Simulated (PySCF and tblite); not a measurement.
Conformers and averaged properties: C₄H₇N, numbered as in [CH3:1][CH2:2][CH2:3][C:4]#[N:5]

Free energies: PBE0-D3(BJ)/def2-TZVP on PBE0-D3(BJ)/def2-SVP structures plus GFN2-xTB thermal terms, symmetry and mirror images included. Conformers within 4 kcal/mol (GFN2-xTB free energy) were kept, 7 at most. GIAO shieldings: PBE0/pcSseg-1. Couplings: B3LYP/pcSseg-1 with pcJ-1 on H (gas phase; spin-dipole term only for pairs with B, N, F, Si or P). Couplings are for ¹H; a prime marks the second kind of pair between the same two sets of atoms. Shifts are against TMS (¹H), TMS (¹³C), NH3 (¹⁵N) at the same level. Programs: PySCF with density fitting and tblite.

Torsions listed: C1–C2–C3–C4. Of a mirror pair one member is shown.

```
conformer  shape   symmetry  E(GFN2) kcal/mol  E(DFT) kcal/mol  G(298.15 K) kcal/mol  weight %  dipole D
        1   -62°  C1 (pair)              0.00             0.00                  0.00      73.0      4.12
        2   180°         Cs              0.00             0.21                  0.59      27.0      4.26
```

Weights (%) against temperature:

```tsv
T (K)	1	2	S(mix) cal/mol/K
180	76.5	23.5	2.14
230	74.6	25.4	2.15
298.15	73.0	27.0	2.17
330	72.4	27.6	2.17
400	71.6	28.4	2.17
```

Averaged shifts at 298.15 K. ¹H: 2.01 (H3, 2H), 1.45 (H2, 2H), 1.11 (H1, 3H) ppm. ¹³C: 124.1 (C4), 22.6 (C2), 19.9 (C3), 14.7 (C1) ppm. ¹⁵N: 305.3 (N5) ppm.

Averaged couplings (Hz): ²J(H1,H1) -14.5, ³J(H1,H2) 8.2, ²J(H2,H2) -15.3, ³J(H2,H3) 8.5, ³J(H2,H3′) 6.9, ²J(H3,H3) -19.1.

Coordinates of conformer 1 (Å):

```xyz
12

C    -1.248    0.676    0.085
C    -0.335   -0.264   -0.684
C     0.835   -0.797    0.151
C     1.731    0.257    0.614
N     2.428    1.109    0.969
H    -2.071    1.034   -0.550
H    -0.698    1.558    0.450
H    -1.694    0.175    0.959
H    -0.904   -1.134   -1.050
H     0.066    0.242   -1.576
H     1.431   -1.518   -0.431
H     0.461   -1.338    1.036
```

Unscaled ¹⁵N shifts at such levels can be off by tens of ppm; differences between conformers or isomers are more reliable. Shifts are unscaled: against experiment ¹³C can be off by 15 ppm or more and ¹H by 0.8 ppm.

Search and properties took 43 s on 1 thread of Arm Neoverse V2, shared host (rough), launched as `OMP_NUM_THREADS=1 python ens_run.py task.json out`.


¹⁵N shifts are against a computed isolated NH3 molecule, about 20 ppm from the liquid.